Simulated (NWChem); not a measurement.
System: methanethiol (CH4S); SMILES CS

Parts of the log:

```
             Northwest Computational Chemistry Package (NWChem) 7.3.0
             --------------------------------------------------------

 CS  symmetry detected

                             Geometry "geometry" -> ""
                             -------------------------

 Output coordinates in angstroms (scale by  1.889725989 to convert to a.u.)

  No.       Tag          Charge          X              Y              Z
 ---- ---------------- ---------- -------------- -------------- --------------
    1 C                    6.0000     0.01180970     1.14875612     0.00000000
    2 S                   16.0000     0.06855391    -0.66254969     0.00000000
    3 H                    1.0000    -0.47944480     1.54451116     0.89986300
    4 H                    1.0000     1.05671955     1.48843237     0.00000000
    5 H                    1.0000    -0.47944480     1.54451116    -0.89986300
    6 H                    1.0000    -1.26555065    -0.86919632     0.00000000

 Effective nuclear repulsion energy (a.u.)      56.2440185353

      Symmetry information
      --------------------

 Group name             Cs
 Group number              2
 Group order               2
 No. of unique centers     5

  pbe96 is a nonlocal functional; adding pw91lda local functional.

                                 NWChem DFT Module
                                 -----------------

 Summary of "ao basis" -> "ao basis" (spherical)
 ------------------------------------------------------------------------------
       Tag                 Description            Shells   Functions and Types
 ---------------- ------------------------------  ------  ---------------------
 C                         def2-tzvpd               13       37   6s3p3d1f
 S                         def2-tzvpd               16       46   6s6p3d1f
 H                         def2-tzvpd                5        9   3s2p

      Symmetry analysis of basis
      --------------------------

        a'         79
        a"         40

            General Information
            -------------------
          SCF calculation type: DFT
          Wavefunction type:  closed shell.
          No. of atoms     :     6
          No. of electrons :    26
           Alpha electrons :    13
            Beta electrons :    13
          Charge           :     0
          Spin multiplicity:     1
          Use of symmetry is: on ; symmetry adaption is: on
          Maximum number of iterations: 150
          AO basis - number of functions:   119
                     number of shells:    49
          Convergence on energy requested:  1.00D-06
          Convergence on density requested:  1.00D-05
          Convergence on gradient requested:  5.00D-04

              XC Information
              --------------
          PerdewBurkeErnzerhof Exchange Functional  1.000
            Perdew 1991 LDA Correlation Functional  1.000 local
           PerdewBurkeErnz. Correlation Functional  1.000 non-local

             Grid Information
             ----------------
          Grid used for XC integration:  medium
          Radial quadrature: Mura-Knowles
          Angular quadrature: Lebedev.
          Tag              B.-S. Rad. Rad. Pts. Rad. Cut. Ang. Pts.
          ---              ---------- --------- --------- ---------
          C                   0.70       49          11.0       434
          S                   1.00       88          11.0       590
          H                   0.35       45          11.0       434
          Grid pruning is: on
          Number of quadrature shells:   272
          Spatial weights used:  Erf1

      Superposition of Atomic Density Guess
      -------------------------------------

 Sum of atomic energies:        -437.15024730

      Non-variational initial energy
      ------------------------------

 Total energy =    -437.995775
 1-e energy   =    -713.057977
 2-e energy   =     218.818183
 HOMO         =      -0.287248
 LUMO         =       0.025212

      Symmetry analysis of molecular orbitals - initial
      -------------------------------------------------

  Numbering of irreducible representations:

     1 a'          2 a"

  Orbital symmetries:

     1 a'          2 a'          3 a'          4 a'          5 a'
     6 a"          7 a'          8 a'          9 a'         10 a"
    11 a'         12 a'         13 a"         14 a'         15 a'
    16 a'         17 a"         18 a'         19 a'         20 a"
    21 a'         22 a'         23 a"

     ---------------------------------------------
      Total Density - Mulliken Population Analysis
     ---------------------------------------------

    Atom       Charge   Shell Charges
 -----------   ------   -------------------------------------------------------
    1 C    6     6.43   0.86  1.12  0.54  0.69 -0.02  0.01  1.18  1.41  0.57  0.01  0.04  0.01  0.00
    2 S   16    16.40   2.01  0.49  1.48  1.06  0.83  0.02  4.18  1.69  0.91  2.40  1.24  0.02  0.02  0.06  0.00  0.01
    3 H    1     0.80   0.24  0.45  0.06  0.02  0.02
    4 H    1     0.83   0.24  0.45  0.09  0.02  0.03
    5 H    1     0.80   0.24  0.45  0.06  0.02  0.02
    6 H    1     0.74   0.20  0.41  0.09  0.02  0.02

   convergence    iter        energy       DeltaE   RMS-Dens  Diis-err
 ---------------- ----- ----------------- --------- --------- ---------
 d= 0,ls=0.0,diis     1   -438.4676393222 -4.95D+02  6.57D-03  7.00D-01
 d= 0,ls=0.0,diis     2   -438.4799718666 -1.23D-02  3.42D-03  1.06D-01
 d= 0,ls=0.0,diis     3   -438.4742453799  5.73D-03  1.72D-03  1.52D-01
 d= 0,ls=0.0,diis     4   -438.4950035077 -2.08D-02  2.73D-04  1.97D-03
 d= 0,ls=0.0,diis     5   -438.4952947588 -2.91D-04  7.78D-05  1.40D-04
  Resetting Diis
 d= 0,ls=0.0,diis     6   -438.4953155225 -2.08D-05  2.06D-05  1.12D-05
 d= 0,ls=0.0,diis     7   -438.4953169247 -1.40D-06  8.43D-06  4.14D-07
 d= 0,ls=0.0,diis     8   -438.4953168986  2.60D-08  4.94D-06  6.31D-07

[...]
```

Level: PBE/def2-TZVPD. All runs use the structure optimised with PBE0/def2-SVP.

Q: Write an input that gives this output.

A: One answer among several that fit: the input that was run:
```
start job
memory heap 200 mb stack 900 mb global 1100 mb
geometry units angstroms noautoz
  C      0.007372     1.144073     0.000000
  S      0.073678    -0.666908     0.000000
  H     -0.485965     1.537229     0.899863
  H      1.050474     1.489261     0.000000
  H     -0.485965     1.537229    -0.899863
  H     -1.259317    -0.880595     0.000000
end
basis spherical
  * library def2-tzvpd
end
dft
  xc xpbe96 cpbe96
  iterations 150
  mulliken
end
task dft energy
```
